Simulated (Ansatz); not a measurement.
# C2H6FO: the cost of one run

Program: Ansatz 0.2.0. Level of theory: UKS PBE0/def2-SVP. These are calculated values, not measurements.

## Step 1: The structure to begin with

Bond lengths: C2–F3 1.347 Å, O4–C5 1.366 Å, C2–H6 1.084 Å, C2–H7 1.084 Å, C5–H8 1.099 Å, C5–H9 1.100 Å, C5–H10 1.100 Å. Angles: F3–C2–H6 110.9°, F3–C2–H7 110.8°, H6–C2–H7 117.0°, O4–C5–H8 106.1°, O4–C5–H9 112.8°, O4–C5–H10 112.8°, H8–C5–H9 107.5°, H8–C5–H10 107.7°, H9–C5–H10 109.7°.

As a file:

```xyz
10

H    -0.6957   -0.2406   -0.0309
C    -1.0179   -0.2112   -1.3861
F     0.0895    0.2437   -2.0040
O    -0.3021   -0.2629    1.1822
C     0.9749    0.2094    1.2949
H    -1.2211   -1.2389   -1.6641
H    -1.8324    0.4962   -1.4870
H     1.2419    0.1159    2.3564
H     1.7011   -0.3828    0.7182
H     1.0618    1.2713    1.0203
```

## Step 2: A restrained relaxation towards end A

Springs on the bonds that form and break draw the guess towards this end; the thresholds are loose.

The input, input.yaml:

```yaml
crystal:
  periodic: [false, false, false]
  atoms:
    - { symbol: H, position_ang: [-0.6957, -0.2406, -0.0309] }
    - { symbol: C, position_ang: [-1.0179, -0.2112, -1.3861] }
    - { symbol: F, position_ang: [0.0895, 0.2437, -2.004] }
    - { symbol: O, position_ang: [-0.3021, -0.2629, 1.1822] }
    - { symbol: C, position_ang: [0.9749, 0.2094, 1.2949] }
    - { symbol: H, position_ang: [-1.2211, -1.2389, -1.6641] }
    - { symbol: H, position_ang: [-1.8324, 0.4962, -1.487] }
    - { symbol: H, position_ang: [1.2419, 0.1159, 2.3564] }
    - { symbol: H, position_ang: [1.7011, -0.3828, 0.7182] }
    - { symbol: H, position_ang: [1.0618, 1.2713, 1.0203] }
magnetization:
  spin_polarized: true
  initial_magnetization: 1
basis:
  gaussian: { orbitals: def2-SVP }
hamiltonian:
  xc: pbe0
relax:
  f_tol: 0.15
  max_steps: 25
  restrain:
    - { distance: [0, 3], at: 2.27, k: 30.0 }
    - { distance: [1, 0], at: 1.07, k: 30.0 }
output:
  orbitals: {}
```

On the command line:

```console
$ ansatz run input.yaml --threads 2 --pin off --max-ram 3072MiB --backend cpu --events-out ev --progress --plain --runs-dir out
```

Q: Estimate wall time and peak memory on 2 threads of Intel Xeon 6975P-C (Granite Rapids), shared host.

About 19 s, with a peak of 0.24 GiB.
